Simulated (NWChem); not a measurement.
# UHF/def2-TZVPPD run of LiO (SMILES [Li][O])

What is the vertical doublet–quartet gap of LiO at UHF/def2-TZVPPD? 

Program for the calculation: NWChem 7.3.0.

9 further runs of the same task are left out: 1 that didn't finish, 8 set aside as unsound or not needed. Runs told in other sessions of the task aren't counted.

## Step 1: Starting point

The species is LiO (2 atoms), meant as a doublet with charge 0. As SMILES, `[Li][O]`. Geometry: relaxed at PBE0-D4/def2-TZVP.

Bond lengths: Li1–O2 1.681 Å.

## Step 2: Energy and forces at UHF/def2-TZVPPD

nw.nw

```
START nw
TITLE "LiO"
memory stack 880 mb heap 220 mb global 1100 mb

GEOMETRY units au noautosym nocenter noautoz
  Li  0.00000000  0.00000000 -0.10854587
  O   0.00000000  0.00000000  3.06747903
END

BASIS spherical bse
  Li library def2-TZVPPD
  O library def2-TZVPPD
END

SCF
  doublet
  uhf
  thresh 1e-08
  maxiter 80
END

TASK scf gradient
```

Run with:

```bash
$ nwchem nw.nw > nw.out
```

Output:

```text
[...]
  functions       =    62
[...]
  wavefunction    = UHF
[...]
         Total SCF energy =    -82.313983311556
      One electron energy =   -129.703559253226
      Two electron energy =     39.832960122947
 Nuclear repulsion energy =      7.556615818724
                       Sz =      0.5000
                 Sz(Sz+1) =      0.7500
                      S^2 =      0.7593
[...]
                         UHF ENERGY GRADIENTS
    atom               coordinates                        gradient
                 x          y          z           x          y          z
   1 Li      0.000000   0.000000  -0.108546    0.000000  -0.000000   0.000024
   2 O       0.000000   0.000000   3.067479   -0.000000   0.000000  -0.000024
[...]
```

Wall time 5.4 s (1 thread of Intel Xeon 6975P-C (Granite Rapids), shared host); peak memory 0.1 GiB.

## Step 3: The quartet: the energy at UHF/def2-TZVPPD

lio.nw

```
echo
start lio
title "lithium monoxide"
memory 2200 mb
geometry noautosym nocenter noautoz
Li    0.000000    0.000000   -0.057440
O     0.000000    0.000000    1.623240
end
basis "ao basis" spherical bse
* library def2-TZVPPD
end
scf
quartet
uhf
thresh 1e-08
maxiter 80
print medium
end
task scf energy
```

Run with:

```bash
$ nwchem lio.nw > lio.out
```

Output:

```text
[...]
  functions       =    62
[...]
  wavefunction    = UHF
[...]
         Total SCF energy =    -82.229352571121
      One electron energy =   -127.190442074097
      Two electron energy =     37.404473147696
 Nuclear repulsion energy =      7.556616355280
                       Sz =      1.5000
                 Sz(Sz+1) =      3.7500
                      S^2 =      3.7578
[...]
```

It took 2.7 s on 1 thread of Intel Xeon 6975P-C (Granite Rapids), shared host; peak memory 0.1 GiB.

## Step 4: Summary of results

At UHF/def2-TZVPPD:

```
                                        quantity         value
                           doublet: total energy  -82.31398 Eh
                          doublet: dipole moment        6.82 D
     doublet: HOMO energy (highest over α and β)      -9.55 eV
      doublet: LUMO energy (lowest over α and β)      -0.18 eV
                                   doublet: ⟨S²⟩         0.759
               doublet: largest force on an atom    0.001 eV/Å
                           quartet: total energy  -82.22935 Eh
                          quartet: dipole moment        3.59 D
     quartet: HOMO energy (highest over α and β)      -4.77 eV
      quartet: LUMO energy (lowest over α and β)      -0.53 eV
                                   quartet: ⟨S²⟩         3.758
vertical energy of the quartet above the doublet      2.303 eV
```

In words: At this shape the quartet lies 2.30 eV (53 kcal/mol) above the doublet.
